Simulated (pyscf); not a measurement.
Optimised with ωB97X-D3(BJ)/def2-SVP in PySCF.

Problem. What is the homolytic dissociation enthalpy (298 K, ωB97M-D3(BJ)/def2-TZVP) of the C–Ti bond of H₃C–Ti(NH₂)(NH₂)–NH₂, to CH₃• + [H₂N–Ti(NH₂)–NH₂]•?

Solution. C–Ti to CH₃• + [H₂N–Ti(NH₂)–NH₂]•: 56.1 kcal/mol. The 7 functionals that were run give +53.0 (M06-2X) to +61.0 kcal/mol (PBE). The radicals are drawn with the spin at the cut bond; how far it spreads was not checked. Other isomers of [H₂N–Ti(NH₂)–NH₂]• were not searched in full and may lie lower. Open-shell species with a d-block atom are single-reference here; other states, and whether the spin sits on metal or ligand, were not checked.
